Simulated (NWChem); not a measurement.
System: disulfur (S2, triplet); SMILES S=S

Program: NWChem. Spin-unrestricted. No stability test was run on the SCF state. Each level has its own optimisation; frequencies are unscaled.

Q: Among these, which level gives the highest value of “highest harmonic frequency (cm⁻¹)”?
A) PBE0/def2-SVPD
B) PBE0/def2-TZVPP
C) PBE0/def2-TZVP
D) PBE0/STO-3G

A: D, PBE0/STO-3G. Values: PBE0/def2-SVPD 738; PBE0/def2-TZVPP 753; PBE0/def2-TZVP 753; PBE0/STO-3G 831
